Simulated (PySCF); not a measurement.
# H3O: the cost of one run

Computed with PySCF 2.14.0. Level: levels as typed in each script, gas phase, geometry from GFN2-xTB.

## (1) Starting geometry

SMILES `[OH3+]`, 4 atoms, charge 1, spin multiplicity 1.

Bond lengths: O1–H2 0.984 Å, O1–H3 0.984 Å, O1–H4 0.984 Å. Angles: H2–O1–H3 112.0°, H2–O1–H4 112.0°, H3–O1–H4 112.0°.

As a file:

```
O     0.0000    0.0000    0.0775
H     0.8530   -0.3989   -0.2067
H    -0.7720   -0.5392   -0.2067
H    -0.0810    0.9382   -0.2067
```

## (2) Excited states (CAM-B3LYP/cc-pvdz)

Input file input.py:

```python
import numpy as np
from pyscf import gto, scf, dft, tdscf
from pyscf.scf import atom_ks, atom_hf
from scipy.linalg import block_diag

def solve(mol, dm0=None, hcore=None):
    mf = (dft.UKS if mol.spin else dft.RKS)(mol, xc='camb3lyp')
    mf.grids.level = 3
    mf = mf.density_fit(auxbasis='def2-universal-jkfit')
    mf.conv_tol, mf.max_cycle = 1e-8, 80
    if hcore is not None:
        mf.get_hcore = lambda *args: hcore
    mf.kernel(dm0)
    if not mf.converged:
        mf = mf.newton().run(mf.mo_coeff, mf.mo_occ, max_cycle=30)
    assert mf.converged, 'SCF not converged'
    return mf

mol = gto.M(atom='''
O      0.00000     0.00000     0.07752
H      0.85298    -0.39891    -0.20672
H     -0.77197    -0.53924    -0.20671
H     -0.08103     0.93815    -0.20671
''', basis='cc-pvdz', charge=1, spin=0, verbose=4)
mf = solve(mol)
td = mf.TDA()
td.nstates, td.singlet, td.conv_tol = 6, True, 1e-5
td.kernel()
td.analyze()
x, y = np.array([p[0] for p in td.xy]), np.array([p[1] + 0 * p[0] for p in td.xy])
f, mu = td.oscillator_strength(), td.transition_dipole()
nto = [td.get_nto(state=i + 1, verbose=4) for i in range(len(td.e))]
# spherically averaged free atoms, for the promolecule
atm = atom_ks.get_atm_nrks(mol, xc='camb3lyp')
pro = block_diag(*[(atm[a[0]][2] * atm[a[0]][3]) @ atm[a[0]][2].T for a in mol._atom])
np.savez('result.npz', e=td.e, f=f, ok=td.converged, w=[n[0] for n in nto], nto=[n[1] for n in nto], x=x, y=y, c=mf.mo_coeff, occ=mf.mo_occ, eps=mf.mo_energy, pro=pro, mu=mu)
```

Run with:

```bash
$ OMP_NUM_THREADS=1 python input.py
```

What time and memory should one allow on 1 thread of Arm Neoverse V1, shared host?

About 5 s, with a peak of 0.21 GiB.
